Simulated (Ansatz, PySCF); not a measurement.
A calculation on diamond-structure Si returned lattice constant a 5.486 Å, bulk modulus 89.5 GPa.

For reference: lattice constant a 5.421 Å (measured, static lattice: zero-point anharmonic expansion removed; as tabulated in Mejia-Rodriguez and Trickey (2018), arXiv:1807.09216); bulk modulus 101 GPa (measured, 0 K value with zero-point phonon effects removed; as tabulated in Sun et al. (2011), doi:10.1103/physrevb.84.035117).

Which level of theory produced these numbers?
(A) PBE-D3(BJ) (Ansatz, an electronic-structure program)
(B) MP2 (PySCF)
(C) B3LYP (VWN-RPA form) (Ansatz)
(D) Hartree–Fock (Ansatz)

C, B3LYP (VWN-RPA form) (Ansatz)

The others give: PBE-D3(BJ) 5.421 Å, 91.3 GPa; Hartree–Fock 5.506 Å, 104 GPa; MP2 5.389 Å, 104 GPa.

Unless a cell is named, each level is at its own relaxed cell (B3LYP (VWN-RPA form) 20.64, Hartree–Fock 20.86, MP2 19.57, PBE-D3(BJ) 19.92 Å³/atom).

Ansatz's density-functional and Hartree–Fock values are scalar-relativistic unless marked +SOC, with PAW data made under PBE.
